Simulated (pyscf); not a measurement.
Optimised with ωB97X-D3(BJ)/def2-SVP in PySCF.

Task: Estimate the classical barrier height and the reaction energy of [H₃C–Zn]• + HCl -> H₃C–Zn–Cl + H• at ωB97X-D3(BJ)/def2-TZVP. The step runs on the doublet surface, breaks Cl–H and forms Cl–Zn; take the separated reactants as zero.

Result: ΔE‡ = 51.6 kJ/mol, ΔE = -34.1 kJ/mol. ωB97M-D3(BJ)/def2-TZVP gives 59.8 kJ/mol and -14.2 kJ/mol. Zero-point energy shifts the barrier by -9.1 kJ/mol. It is an atom transfer, with an imaginary mode of 836i cm⁻¹. One saddle was located; it need not be the lowest between these sides. The angle at the transferred Cl is 179°. Elements up to Kr have no core potential and no relativistic terms here.
